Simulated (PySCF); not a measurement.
C₂H₅S (doublet state).
Atom-mapped SMILES: `[CH2:1][CH2:2][SH:3]` (hydrogens: H4, H5 on C1; H6, H7 on C2; H8 on S3)

Structure used (GFN2-xTB), in Å, numbered top down from 1:
```xyz
8
C2H5S angstrom
C     -0.9343    0.4568    0.1674
C      0.0403   -0.5742    0.3061
S      1.3491   -0.3854   -1.1160
H     -0.7702    1.4250    0.6044
H     -1.7256    0.3617   -0.5522
H     -0.3268   -1.5779    0.1099
H      0.6386   -0.5318    1.2114
H      1.7379    0.8352   -0.7556
```

The hyperfine couplings belong to this conformer and change with its torsions.

Computed with UKS B3LYP, pcH-1 on C H S, non-relativistic, mean-field spin-orbit, GIAO (PySCF). The structure is a single GFN2-xTB conformer in the gas phase; no vibrational or solvent corrections. A GFN2-xTB geometry isn't a minimum of the functional, and hyperfine couplings can be far from their values at a DFT geometry. The SCF solution wasn't tested for stability.

Match the computed a_iso(13C) values +81.9, -23.6 MHz with the sites C1; C2.

```
site  a_iso (MHz)  ρ(0) (bohr⁻³)                 position  distance from C1 (Å)  spin population  largest |T| (MHz)
  C1        +81.9        +0.0729  largest spin population                  0.00            +0.95              148.7
  C2        -23.6        -0.0210           1 bond from C1                  1.43            -0.10                8.1
```

ρ(0) is the spin density at the nucleus and T the dipolar tensor; a_iso includes a spin–orbit part; entries for several nuclei are means. Largest spin populations (Mulliken): C1 (+0.95), S3 (+0.21) and C2 (-0.10). The angles at C1 add up to 358.5°, so it is planar; its axial dipolar tensor and the negative couplings of its protons fit spin in a p orbital normal to that plane.

Nuclei that the bonding pattern makes equivalent are averaged, as if the motion that swaps them (rotation, inversion, ring flip) were fast. H4 and H5 aren't averaged: C1 is flat or nearly so (angle sum 359°), and its turn about the short C1–C2 bond (1.43 Å) is taken as slow. The 1H value of +27.5 MHz is a mean of couplings from 19.5 to 35.6 MHz in this one geometry, not an average over conformers.
